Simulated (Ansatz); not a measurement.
Two structures of BNH₅F, singlet, reached by relaxing down either side of one saddle point (PBE0-D4/def2-TZVP). Energies are electronic, without zero-point energy. Ansatz 0.2.0; basis: def2-TZVPP and def2-QZVPP; cores frozen in the correlated methods. Extrapolation: Hartree–Fock as exp(−7.88 √X), correlation as X^−2.97. First:

```tsv
atom	x (Å)	y (Å)	z (Å)
B1	0.4551	-0.0887	1.0008
N2	-0.2064	-0.6786	-0.0815
H3	1.6486	-0.0621	0.9958
H4	-0.1979	0.3942	1.8758
H5	-0.3270	0.8942	-1.1493
F6	-0.4513	1.5851	-1.7678
H7	-1.2020	-0.8389	-0.0836
H8	0.2808	-1.2051	-0.7902
```

Second:

```
8
angstrom
B 0.3828 0.5801 0.4813
N -0.3413 -0.5932 -0.4353
H 1.5724 0.4391 0.2689
H 0.0364 0.3311 1.6207
H -0.1173 -0.4573 -1.4167
F -0.1534 1.7615 -0.0336
H -1.3506 -0.5443 -0.3311
H -0.0289 -1.5170 -0.1543
```

Q: Which bonds change from the first to the second?

A: BNH₄ ([BH2][NH2]) + HF → BH₂F ([BH2][F]) + NH₃ (still joined by a long B–N bond); bonds formed: B1–F6, N2–H5; bonds broken: H5–F6; bonds weakened to dative contacts: B1–N2.

Q: Give the saddle point's structure and its height above each. (An estimate is asked for; the value comes from the calculation.)

A: The calculation gives: 0.727 eV above the first and 1.443 eV above the second (CCSD(T) at an estimated basis limit (MP2 extrapolated from triple and quadruple zeta, plus CCSD(T) − MP2 in triple zeta)).
B1  (0.353, 0.291, 0.589)
N2  (-0.321, -0.720, -0.301)
H3  (1.545, 0.255, 0.630)
H4  (-0.290, 0.708, 1.504)
H5  (-0.338, 0.504, -0.971)
F6  (0.027, 1.483, -0.711)
H7  (-1.221, -1.080, -0.021)
H8  (0.245, -1.442, -0.719)
(Å)

The T1 diagnostic stays at or below 0.013.

Steps of this kind, hydrogen fluoride cutting a network bond, underlie vapour etching and the fluorination step of atomic layer etching.

Labels in which every atom is bracketed show which atoms are joined, not bond orders.

For scale, one of the runs: CCSD(T)/def2-TZVPP, 163 basis functions, launched by `ansatz run in.yaml --threads 2 --pin off --events-out ev --progress --plain --max-ram 4352MiB`. The run took 21 s on 2 CPU threads of an Arm Neoverse V2 (shared host), with 1.3 GiB of host memory at its peak.
